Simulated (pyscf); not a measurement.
Optimised with ωB97X-D3(BJ)/def2-SVP in PySCF.

Problem. For the elementary gas-phase step F–C(F)(F)–SiH₃ + OH• → HO–SiH₂–C(F)(F)–F + H• (doublet surface; H–Si broken, O–Si formed), what barrier and reaction energy does B3LYP-D3(BJ)/def2-TZVP give, measured from the separated reactants?

Solution. ΔE‡ = -4.2 kcal/mol, ΔE = -29.3 kcal/mol. ωB97M-D3(BJ)/def2-TZVP gives -3.3 kcal/mol and -32.0 kcal/mol. Zero-point energy shifts the barrier by +1.4 kcal/mol. It is a substitution at Si, with an imaginary mode of 78i cm⁻¹. At B3LYP-D3(BJ) the saddle lies under the separated reactants, which points to a path from their complex (located at ωB97X-D3(BJ) alone). This is the saddle that the search found; another between the same sides may lie lower. The angle at the attacked Si is 59° (front-side attack). Left out: the spin-orbit lowering of OH.
